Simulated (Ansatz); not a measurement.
Geometry optimisation, RKS PBE0/def2-SVP in Ansatz 0.2.0.

Input:

```yaml
crystal:
  periodic: [false, false, false]
  atoms:
    - { symbol: Si, position_ang: [-0.529747, -0.106347, -0.429793] }
    - { symbol: F, position_ang: [0.113842, 0.693932, 2.174457] }
    - { symbol: H, position_ang: [0.439914, -1.01188, 0.239039] }
    - { symbol: H, position_ang: [-0.124355, 1.31918, -0.422405] }
    - { symbol: H, position_ang: [-0.683069, -0.567611, -1.846346] }
    - { symbol: S, position_ang: [-2.463147, -0.1237, 0.545343] }
    - { symbol: H, position_ang: [-2.614349, -1.461405, 0.436217] }
    - { symbol: H, position_ang: [-0.726888, 0.385032, 2.403987] }
basis:
  gaussian: { orbitals: def2-SVP }
hamiltonian:
  xc: pbe0
relax:
  f_tol: 0.03
  max_steps: 50
```

Launched with:

```bash
$ ansatz run input.yaml --threads 1 --pin off --max-ram 2048MiB --backend cpu --events-out ev --progress --plain --runs-dir out
```

Question: Where does it end, and by what steps?

Answer: The forces met the threshold. After 9 steps the energy has fallen by 0.103 eV; F2 moved furthest, 0.38 Å.

```
step  energy less start (eV)  largest force component (eV/Å)  accepted
   0                  0.0000                           0.306       yes
   1                  0.0175                           2.506        no
   2                 -0.0445                           0.707       yes
   3                 -0.0661                           0.634       yes
   4                 -0.0571                           1.645        no
   5                 -0.0899                           0.334       yes
   6                 -0.0994                           0.141       yes
   7                 -0.0989                           0.127        no
   8                 -0.1015                           0.119       yes
   9                 -0.1030                           0.014       yes
```

```xyz
8
Properties=species:S:1:pos:R:3
Si -0.498 -0.105 -0.539
F -0.036 0.597 2.509
H 0.481 -1.020 0.106
H -0.035 1.307 -0.540
H -0.766 -0.561 -1.934
S -2.357 -0.072 0.590
H -2.471 -1.416 0.680
H -0.905 0.398 2.228
```

Whether the end is a true minimum wasn't checked by a vibrational analysis.

Time of the run: 43 s on 1 thread of Arm Neoverse N1 (shared host), peak memory 0.14 GiB.
